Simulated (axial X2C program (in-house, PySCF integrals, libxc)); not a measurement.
CCl⁻ along the bond: r2SCAN, with spin–orbit coupling

All values were computed with an axial X2C code built on PySCF integrals. Two-component (2c) means X2C with spin–orbit coupling and atomic mean-field two-electron Coulomb and Gaunt terms. Basis: Cl dyall-av3z [9s8p3d2f], C dyall-av3z [8s7p3d2f] (cores contracted in-house); Gaussian nuclei, density fitting, unrestricted open shells. Masses: Cl 34.969 u, C 12.000 u.

State: Ω = 1 (⟨Sz⟩ = 1.00, ⟨Lz⟩ = 0.00 at r2SCAN). Dipoles are positive if C is the positive end and refer to the centre of mass.

Results along the bond:

| R (Å) | μ (D) | HOMO (eV) | LUMO (eV) |
| --- | --- | --- | --- |
| 1.619 | -4.751 | 2.20 | 3.81 |
| 1.694 | -4.511 | 2.02 | 3.85 |
| 1.749 | -4.306 | 1.87 | 3.87 |
| 1.805 | -4.088 | 1.73 | 3.88 |
| 1.861 | -3.863 | 1.58 | 3.88 |
| 1.926 | -3.598 | 1.41 | 3.86 |
| 1.991 | -3.334 | 1.24 | 3.81 |
| 2.075 | -3.003 | 1.03 | 3.70 |
| 2.177 | -2.618 | 0.77 | 3.47 |
| 2.326 | -2.099 | 0.42 | 2.96 |

The state is one determinant whose occupation by symmetry is held fixed; it was picked as the lowest of a PBE0 search that is not exhaustive. Density functionals use the spin component along the axis (collinear). With several unpaired electrons one determinant need not be a pure state. Open-shell Ω = 0 determinants with evenly filled partner blocks cannot be reached by this program, so the Ω shown need not be the lowest component. This is the Ω = 1 component of a π² triplet; the 0⁺ component is not one determinant and can lie lowest. The highest occupied level of some functionals is positive through self-interaction error; at Hartree–Fock it is bound. The LUMO of an anion is an unbound level whose energy the basis sets.
